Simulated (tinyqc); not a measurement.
A ladder of methods, and size consistency: correlation methods against full CI in the sto-3g basis, for LiH, spin multiplicity 1. Computed by the program tinyqc with PySCF. All electrons correlated; +Q is the Davidson correction (1 - c0^2) E_corr. The last columns treat two copies 100 angstrom apart as one system. FCI is the lowest singlet.

Geometry (angstrom):
```
atom       x       y       z
Li    0.0000  0.0000  0.0000
H     0.0000  0.0000  1.8440
```

RHF energy of one = -7.846288 hartree

Correlation energies (hartree):
```
method   E_corr of one  share of FCI (%)  E_corr of two at 100 angstrom  two minus twice one (mhartree)
MP2          -0.015361           59.9862                      -0.030723                       -3.62e-05
CISD         -0.025590           99.9299                      -0.049402                          1.7782
CISD+Q       -0.026572          103.7649                      -0.052642                          0.5031
CCSD         -0.025594           99.9441                      -0.051188                       -8.39e-05
CCSD(T)      -0.025605           99.9887                      -0.051211                       -8.37e-05
FCI          -0.025608          100.0000                              -                               -
```

What does the comparison show, and why?

MP2 recovers 60 %, CISD 99.9 % and CCSD 99.9 % of the FCI value (c0^2 = 0.962 in CISD). MP2 and coupled cluster are size consistent, so their last column vanishes but for a trace of long-range electrostatics; CISD loses 1.78 mhartree, since a double excitation on each copy is a quadruple of the pair, and the Davidson correction leaves +0.50.
